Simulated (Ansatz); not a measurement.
A nudged elastic band was laid between two geometries of C$_{3}$H$_{2}$ClO (7 atoms, charge 1, multiplicity 1).

Computed with RKS PBE/def2-SVP (Ansatz).

| Property | Result |
| --- | --- |
| movable images | 5 |
| climbing image | yes |
| spring | 5.0 eV/Å² |
| optimiser | quadratic models (default) |
| start path | through a guess of the saddle point |
| force threshold | 0.03 eV/Å |
| iteration limit | 60 |
| end points | relaxed |

Initial state:

```xyz
7
Properties=species:S:1:pos:R:3
O 0.559 -1.752 1.779
C 0.215 -0.864 1.146
C -0.215 0.223 0.411
C 0.049 0.300 -0.947
Cl -0.445 1.586 -1.881
H -0.767 1.002 0.972
H 0.603 -0.494 -1.480
```

Final state:

```xyz
7
Properties=species:S:1:pos:R:3
O 0.662 -1.848 1.554
C 0.265 -0.910 1.037
C -0.234 0.241 0.455
C -0.092 0.534 -0.890
Cl 0.686 -0.427 -2.015
H -0.766 0.934 1.136
H -0.521 1.477 -1.277
```

(1) What changes between the two ends?

(2) What energy profile does the band end with?

(3) What is the geometry of the highest image?

(4) What are the harmonic wavenumbers there?

## Answers

(1) No bond is made or broken.

(2) The run converged. The highest image is number 3 of 0 to 6, 43.5 kcal/mol above the first end and 43.1 kcal/mol above the last; the last end lies 0.5 kcal/mol above the first. A vibrational analysis at the climbing image gives one clearly imaginary mode, 2436i cm⁻¹: a first-order saddle point. Limits of this set-up: the dipole of an ion depends on the origin.

```tsv
image	path coordinate (Å)	energy (kcal/mol)
0	0.00	0.0
1	0.70	5.0
2	1.40	20.6
3	2.10	43.5
4	2.77	21.7
5	3.44	5.7
6	4.11	0.5
```

(3) 
```xyz
7
Properties=species:S:1:pos:R:3:forces:R:3
O -0.022 -2.041 1.611 0.01 0.00 0.00
C -0.041 -1.019 1.070 -0.01 0.00 0.00
C -0.084 0.178 0.466 0.02 0.00 0.00
C 0.193 0.485 -0.908 0.00 -0.01 0.00
Cl -0.971 0.590 -2.076 0.00 0.02 0.00
H -0.283 1.062 1.122 -0.02 0.00 0.00
H 1.209 0.745 -1.286 0.00 -0.01 0.00
```

(4) 2436i, 121, 229, 406, 522, 566, 817, 897, 1007, 1046, 1268, 1458, 2269, 2974, 3022 cm⁻¹.

The run took 90 s on 2 threads of Arm Neoverse V2, on a shared host, peak memory 0.12 GiB.
